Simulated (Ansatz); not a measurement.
## Nb₂Si: from a trial structure to a relaxed crystal

The calculation used DFT PBE, scalar-relativistic, plane waves, PAW (Ansatz). Cutoff 420 eV, Γ-centred k mesh, Gaussian smearing, no spin polarisation in the final step.

The start puts Nb₂Si on the cubic Laves (C15) structure type (Fd-3m, No. 227), with Si in place of Mg, Nb in place of Cu, at a guessed volume.

```yaml
crystal:
  lattice:
    - [0.00000, 3.60940, 3.60940]
    - [3.60940, 0.00000, 3.60940]
    - [3.60940, 3.60940, 0.00000]
  atoms:
    - { symbol: Nb, position: [0.62500, 0.62500, 0.62500] }
    - { symbol: Nb, position: [0.12500, 0.62500, 0.62500] }
    - { symbol: Nb, position: [0.62500, 0.62500, 0.12500] }
    - { symbol: Nb, position: [0.62500, 0.12500, 0.62500] }
    - { symbol: Si, position: [0.00000, 0.00000, 0.00000] }
    - { symbol: Si, position: [0.25000, 0.25000, 0.25000] }
```

Cell and atoms relax at zero pressure; the relaxation can't lower the symmetry of the start. After a coarse first stage the cell is made exact in the group found at 0.06 Å.

Energies over the elements count from the elements' standard structures at the same level, with no empirical corrections.

(1) Which crystal results?

(2) What are its volume, energy, density and gap?

## Answers

(1) It keeps Fd-3m (No. 227). The result has the cubic Laves (C15) structure. Conventional cell: a = 7.576 Å. Around Nb lie 6 Nb at 2.68 Å and 6 Si at 3.14 Å; Si has 12 Nb at 3.14 Å and 4 Si at 3.28 Å.

Space group Fd-3m:1 (No. 227). a = 7.576 Å, b = 7.576 Å, c = 7.576 Å, α = 90.00°, β = 90.00°, γ = 90.00°
```csv
atom,site,symmetry,x,y,z
Nb,16c,.-3m,0.1250,0.1250,0.1250
Si,8b,-43m,0.0000,0.0000,0.5000
```

(2) The volume per atom is 18.12 Å³ and the density is 6.54 g/cm³. The energy over the elements is 0.42 eV/atom. The gap on the 8×8×8 mesh is 0 eV (a metal).

The final run used a 8×8×8 mesh on its 6-atom cell and 0.10 eV smearing. For metals, differences of a few meV/atom aren't resolved. A structure relaxed within its symmetry needn't be a true minimum.

Cost: 3 runs of about 0.66 core-minutes in all, on Arm Neoverse V2 (shared hosts).